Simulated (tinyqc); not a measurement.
Coupled-perturbed Hartree-Fock on RHF in the sto-3g basis, for LiH, spin multiplicity 1, step by step. One step of it, computed by the program tinyqc.

Task: Orthogonalisation. S = U s U^T; symmetric (Loewdin) form X = U s^(-1/2) U^T, so that X^T S X = 1.

overlap S:
```
           1Li 1s    1Li 2s   1Li 2px   1Li 2py   1Li 2pz     2H 1s
1Li 1s   1.000000  0.241137  0.000000  0.000000  0.000000  0.034186
1Li 2s   0.241137  1.000000  0.000000  0.000000  0.000000  0.320492
1Li 2px  0.000000  0.000000  1.000000  0.000000  0.000000  0.000000
1Li 2py  0.000000  0.000000  0.000000  1.000000  0.000000  0.000000
1Li 2pz  0.000000  0.000000  0.000000  0.000000  1.000000  0.445219
2H 1s    0.034186  0.320492  0.000000  0.000000  0.445219  1.000000
```

Give: eigenvalues of S; X.

Result:

eigenvalues of S: 0.4395  0.8021  1.0000  1.0000  1.1796  1.5788

X:
```
          1Li 1s   1Li 2s  1Li 2px  1Li 2py  1Li 2pz    2H 1s
1Li 1s    1.0234  -0.1305   0.0000   0.0000  -0.0072   0.0171
1Li 2s   -0.1305   1.0750   0.0000   0.0000   0.0709  -0.2042
1Li 2px   0.0000   0.0000   1.0000   0.0000   0.0000   0.0000
1Li 2py   0.0000   0.0000   0.0000   1.0000   0.0000   0.0000
1Li 2pz  -0.0072   0.0709   0.0000   0.0000   1.0963  -0.2782
2H 1s     0.0171  -0.2042   0.0000   0.0000  -0.2782   1.1468
```
